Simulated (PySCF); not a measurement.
C2H3O, SMILES C[C]=O, multiplicity 2. Atoms are numbered in the order given.

```xyz
6

C     -0.0974    -1.1612     0.0000
C      0.4240     0.2420     0.0000
O     -0.1700     1.2563     0.0000
H      0.2956    -1.6772    -0.8781
H      0.2956    -1.6772     0.8781
H     -1.1910    -1.1804     0.0000
```
Charge 0, spin multiplicity 2.

Geometry: PBE0-D3(BJ)/def2-TZVP. The isomer is the one that the SMILES or the coordinates give; other isomers of the formula were not compared.

Calculation: PySCF with TDA-M06-2X/def2-SVPD.

Vertical excitations. 

| state | energy (eV) | λ (nm) | f | main pairs |
|---|---|---|---|---|
| root 1 | 2.03 | 612 | 0.002 | α HOMO→LUMO 98 % |
| root 2 | 5.70 | 218 | 0.008 | α HOMO→LUMO+1 79 %, β HOMO→LUMO 6 % |
| root 3 | 6.02 | 206 | 0.019 | α HOMO→LUMO+1 10 %, α HOMO−1→LUMO 8 %, β HOMO→LUMO 67 % |
| root 4 | 6.55 | 189 | 0.001 | β HOMO−1→LUMO 76 % |
| root 5 | 6.82 | 182 | 0.048 | α HOMO→LUMO+2 83 % |
| root 6 | 7.02 | 177 | 0.005 | α HOMO−2→LUMO 10 %, β HOMO→LUMO+1 75 % |
| root 7 | 7.23 | 172 | 0.017 | α HOMO→LUMO+3 92 % |
| root 8 | 7.32 | 169 | 0.001 | α HOMO−1→LUMO 32 %, α HOMO−3→LUMO 7 %, β HOMO−1→LUMO+1 40 %, β HOMO−4→LUMO+1 8 %, β HOMO→LUMO 6 % |
| root 9 | 7.52 | 165 | 0.075 | α HOMO→LUMO+4 68 %, α HOMO→LUMO+5 16 % |
| root 10 | 7.70 | 161 | 0.012 | α HOMO→LUMO+5 47 %, α HOMO→LUMO+4 25 %, α HOMO→LUMO+7 17 % |
Unrestricted roots are not spin-pure.
